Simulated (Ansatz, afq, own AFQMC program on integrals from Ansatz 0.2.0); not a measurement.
Integrals from Ansatz 0.2.0, then the random walk in our own AFQMC program (afq).

```yaml
crystal:
  periodic: [false, false, false]
  atoms:
    - {symbol: B, position_ang: [0.000000, 0.000000, 0.000000]}
basis:
  gaussian: {orbitals: def2-SVP}
magnetization: {spin_polarized: true, initial_magnetization: 1}
correlation: {method: ccsd_t, electrons: outside_noble_gas, hamiltonian_folder: ham}
```

```sh
$ ansatz run in.yaml --threads 1 --pin off --events-out ev --progress --plain --max-ram 15360MiB --backend cuda --devices 0, --max-vram 18GiB
```

Options of the walk:

```
--method phaseless --trial cisd --walkers 4000 --populations 20 --least-time 60 --time-step 0.005 --steps-per-block 50 --equilibration-blocks 28 --max-blocks 4000 --target-error 7e-05 --factor-cut 1e-05 --start spin_pure --seed 840 --release-times 0.24,0.5,1,1.5 --release-step 0.02 --release-every 3 --taylor-order 6
```

Times are imaginary, in 1/Eh. The walk had a cap of 122 s. With eight or more populations the least sampling time is a fifth of least-time, and the error comes from their spread.

Log:

```
orbitals 13  electrons 2 1  factors 69 of 73
reference energy -24.50055478 Eh
CCSD correlation -0.05689963 Eh in 10 cycles, weight of the determinant in the CISD state 0.9349
energy of the start -24.557471 Eh
 block  time / (1/Eh)  mean weight  energy / Eh
     1     0.250  0.9999  -24.557513
     2     0.500  1.0000  -24.557657
     3     0.750  1.0001  -24.557794
     4     1.000  0.9999  -24.557917
     5     1.250  1.0000  -24.558008
     8     2.000  0.9999  -24.558304
    11     2.750  0.9999  -24.558470
    14     3.500  1.0000  -24.558445
    17     4.250  1.0000  -24.558463
    20     5.000  1.0000  -24.558478
    23     5.750  1.0001  -24.558518
    26     6.500  1.0001  -24.558502
    29     7.250  0.9999  -24.558558
    32     8.000  0.9998  -24.558541
    35     8.750  1.0000  -24.558522
    38     9.500  1.0000  -24.558737
    41    10.250  1.0000  -24.558470
    44    11.000  1.0000  -24.558523
    47    11.750  0.9999  -24.558305
    50    12.500  1.0001  -24.558396
    53    13.250  1.0001  -24.558601
    56    14.000  1.0001  -24.558469
    59    14.750  1.0001  -24.558412
    62    15.500  1.0001  -24.558433
    65    16.250  1.0001  -24.558437
    68    17.000  1.0002  -24.558544
    71    17.750  1.0001  -24.558410
    74    18.500  1.0000  -24.558468
    77    19.250  0.9996  -24.558405
    78    19.500  1.0002  -24.558386
error from the spread of 20 populations
released: time / (1/Eh)  energy / Eh  error  mean overlap
  0.24  -24.558527  0.000026  1.0002
  0.50  -24.558546  0.000019  0.9985
  1.00  -24.558597  0.000018  0.9988
  1.50  -24.558583  0.000015  1.0017
energy -24.558488 +/- 0.000022 Eh
(rows thinned)
```

The run passed its tests (sampling time, drift between the halves within three errors, error under three times the target), which doesn't prove that it has relaxed.

Against this walk (error 0.6 meV) on the same determinant: CCSD(T) 5.0 meV higher, full CI 4.1 meV lower. The error is statistical and leaves out the bias of the constraint. Released to 1.50 1/Eh the energy lies 2.6 ± 0.7 meV (both errors) below the phaseless value, which shows part or all of the bias of the constraint, and full CI lies 1.6 meV below the released value.

Cautions: constraint bias not in the error.

The walk took 25 s on 1 × NVIDIA H100 80GB HBM3 with 2 threads of AMD EPYC 7R13 Processor (Zen 3), on a shared host (the card was shared). The log's last line is the phaseless energy.

A walk keeps the symmetry of its determinant, which the program's search chose and which needn't be the lowest solution, so a lower state of the same spin and another symmetry isn't excluded.
